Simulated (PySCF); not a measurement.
Gas-phase reaction: 2 BH3 + 3 BF3 + N2 ⇌ 2 BF3.NH3 + 3 BF

Energies from PySCF, thermal terms from the rigid-rotor harmonic-oscillator model, ideal gas at 1 bar. † marks an energy on the PBE0/def2-TZVP geometry and frequencies; other levels use their own. CCSD(T) freezes the core. 6-31G* has spherical d functions here. All species are closed-shell singlets. B3LYP is the form with VWN-RPA correlation. Adducts (BF3.NH3) have no counterpoise correction, and HF, PBE, BLYP, B3LYP and PBE0 lack dispersion. BF3.NH3: computed as isolated molecules; such fragments, hydroxides, amides, oligomers or adducts are transient or little studied in the gas. CCSD(T) isn't extrapolated to the basis-set limit; its ΔH°(298 K) is 376.8 kJ in def2-SVP and 349.6 kJ in def2-TZVPP. The harmonic model lacks anharmonicity and excited electronic states, which grow with temperature; levels with a mode under 35 cm⁻¹ are left out. Internal rotation in BF3.NH3 is treated as a harmonic vibration of one conformer, which makes the entropy rough.

```tsv
level	ΔE electronic, kJ	ΔH°(298 K), kJ	ΔS°(298 K), J/K	ΔG°(1400 K), kJ
B3LYP/6-31G*	423	468	-126	630
BLYP/def2-TZVP†	372	420	-129	587
CCSD(T)/def2-SVP†	330	377	-129	544
PBE0/def2-TZVP	332	379	-129	546
r2SCAN/def2-TZVP†	347	394	-129	561
```
ΔH° is lowest at CCSD(T)/def2-SVP† and highest at B3LYP/6-31G*. No reference value is set beside these.
